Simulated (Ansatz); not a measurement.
A made-up structure of CHOSi (charge +1), singlet:

```
4
angstrom
O -0.7091 0.4432 -0.4774
C 0.0813 -0.2934 0.1091
Si 1.0724 -1.5424 0.9198
H 0.5309 0.6054 0.4463
```

It is relaxed with PBE-D4/def2-SVP and then PBE0-D4/def2-TZVP (Ansatz 0.2.0). Atoms count as bonded within 1.22 times the sum of their covalent radii (H–H: 0.88 Å). The end point is not checked to be a true minimum.

(1) Does its bonding change? (A judgement: the text doesn't fix the answer.)

Answers

(1) Computed: Yes. Formed: Si3–H4; broken: C2–H4.

Where it ends: The first stage lowers the energy by 2.50 eV in 16 steps. It ends as CHOSi ([O][C][SiH]), total charge +1:
```
4
angstrom
O -1.1991 0.2403 -0.8561
C -0.3779 -0.1655 -0.2240
Si 1.0598 -1.1424 0.8886
H 1.4927 0.2804 1.1894
```

Labels in which every atom is bracketed show which atoms are joined, not bond orders.

For scale, one of the runs: PBE0-D4/def2-TZVP relaxation, 105 basis functions, launched by `ansatz run in.yaml --threads 2 --pin off --events-out ev --progress --plain --max-ram 4352MiB`. The run took about 7 s on 2 CPU threads of an Arm Neoverse V2 (shared host).
